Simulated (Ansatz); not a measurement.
Molecule: cyclopropane, C3H6, net charge 0, singlet state. SMILES: C1CC1
Geometry from a B3LYP-D3(BJ)/def2-TZVP (Ansatz, an electronic-structure program) optimisation:
```
C
H 1 1.0816
H 1 1.0816 2 114.23
C 1 1.5034 2 118.05 3 -145.49
H 4 1.0816 1 118.05 2 0.00
H 4 1.0816 5 114.23 1 -145.49
C 1 1.5034 2 118.05 3 145.49
H 7 1.0816 1 118.05 2 -144.17
H 7 1.0816 8 114.23 1 -145.49
```

B3LYP/6-31G* beside other levels, property by property. Terms: six Cartesian d functions in 6-31G* and its kin unless marked 5d; no spin-orbit coupling; frozen cores in correlated levels; non-relativistic; UHF or UKS for open shells; atomisation electronic, to ground-state atoms; dispersion terms only where a functional's name holds one. CBS(X,Y): correlation extrapolated as X^-3; Hartree-Fock from the larger set. The bracket is a focal-point correction in the basis named. Ab initio and DFT rows: single points at B3LYP-D3(BJ) geometries (Ansatz), with unscaled harmonic terms from B3LYP/6-31G* at its own minima, enthalpies of formation by atomisation with measured atoms.

Measured values: Active Thermochemical Tables 1.112 (ions: stationary electron), as tabulated in the package chemicals; they hold spin-orbit and core effects, anharmonicity. Coupled cluster (Ansatz) is a level with limits of its own, used here on species with T1 under 0.025 (0.045 for open shells) and stable references: (a) RI-MP2/CBS(aug-cc-pVTZ,aug-cc-pVQZ)+[CCSD(T)-MP2]/aug-cc-pVTZ; (b) RI-MP2/CBS(cc-pVTZ,cc-pVQZ)+[CCSD(T)-MP2]/cc-pVTZ.

```json
[
 {"property": "atomisation energy (kcal/mol)", "B3LYP/6-31G* (Ansatz)": "850.0", "B3LYP/STO-3G (Ansatz)": "1011.4", "PBE/def2-TZVPD (Ansatz)": "867.6", "PBE0/def2-TZVPD (Ansatz)": "858.5", "to compare with": "852.3 coupled cluster (a)"},
 {"property": "enthalpy of formation at 298 K (kcal/mol)", "B3LYP/6-31G* (Ansatz)": "16.9", "B3LYP/STO-3G (Ansatz)": "-144.5", "PBE/def2-TZVPD (Ansatz)": "-0.7", "PBE0/def2-TZVPD (Ansatz)": "8.4", "to compare with": "12.8 measured"},
 {"property": "C-H bond dissociation enthalpy at 298 K, to [CH]1CC1 + H atom (kcal/mol)", "B3LYP/6-31G* (Ansatz)": "106.3", "B3LYP/STO-3G (Ansatz)": "134.5", "PBE/def2-TZVPD (Ansatz)": "103.2", "PBE0/def2-TZVPD (Ansatz)": "103.8", "to compare with": "109.2 coupled cluster (b)"}
]
```

As the rows show:
- atomisation energy: B3LYP/6-31G* lies 2.3 kcal/mol below coupled cluster.
- enthalpy of formation at 298 K: B3LYP/6-31G* lies 4.1 kcal/mol above the measured value.
- C-H bond dissociation enthalpy at 298 K, to [CH]1CC1 + H atom: B3LYP/6-31G* lies 2.9 kcal/mol below coupled cluster.

The properties are those with a value to compare with, at most eight drawn at random. No case is left out for the size of its miss. Left out are saddle points of the reference geometry, anions that the best level run finds unbound, excited spin states, species near biochemistry, cases with under five habitual levels, runs that failed or whose electronic state is in doubt, and table entries that another table contradicts.
